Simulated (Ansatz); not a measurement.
Born–Oppenheimer molecular dynamics of C3H7ClO (12 atoms, charge 0, multiplicity 1). It starts from a relaxed structure.

All numbers below come from UKS PBE/STO-3G (Ansatz).

```json
{"ensemble": "NVT, Nosé–Hoover chain", "time step": "0.5 fs", "steps asked": "329", "set temperature": "500 K", "thermostat": "time constant 100 fs, chain length 1", "seed": "915275"}
```

First frame:

```xyz
12
Properties=species:S:1:pos:R:3
C -0.981 1.238 0.175
C 0.412 0.555 0.198
C 0.339 -0.976 -0.109
O 1.652 -1.529 0.015
Cl -0.373 -1.224 -1.890
H -0.875 2.320 0.381
H -1.451 1.108 -0.817
H -1.647 0.799 0.941
H 0.877 0.667 1.201
H 1.089 1.028 -0.542
H -0.437 -1.493 0.517
H 1.471 -2.549 -0.036
```

(1) How far do the bonds stretch over the last three quarters of this one trajectory? (Pairs bonded in most of those frames.)

Results:

(1) 
| bond | mean (Å) | spread (Å) | shortest | longest |
| --- | --- | --- | --- | --- |
| C1–C2 | 1.555 | 0.008 | 1.54 | 1.57 |
| C1–H6 | 1.107 | 0.017 | 1.07 | 1.15 |
| C1–H7 | 1.110 | 0.035 | 1.05 | 1.17 |
| C1–H8 | 1.108 | 0.015 | 1.07 | 1.14 |
| C2–C3 | 1.574 | 0.027 | 1.53 | 1.63 |
| C2–H9 | 1.114 | 0.027 | 1.07 | 1.16 |
| C2–H10 | 1.111 | 0.022 | 1.07 | 1.16 |
| C3–O4 | 1.431 | 0.012 | 1.40 | 1.46 |
| C3–Cl5 | 1.941 | 0.029 | 1.89 | 2.00 |
| C3–H11 | 1.125 | 0.016 | 1.10 | 1.16 |
| O4–H12 | 1.056 | 0.076 | 0.93 | 1.18 |

Mean temperature of the second half: 337 K. The conserved energy stayed within 1.2 meV per atom of its start (net change 0.2 meV per atom), so the integration is sound. The mean temperature of the second half is 33 % below the set value. A run of 0.16 ps of so small a system gives no equilibrium averages. Limits of this set-up: minimal basis.

The run took 9.6 min on 1 thread of Intel(R) Xeon(R) 6975P-C (Granite Rapids), with other jobs on the host, peak memory 0.13 GiB.
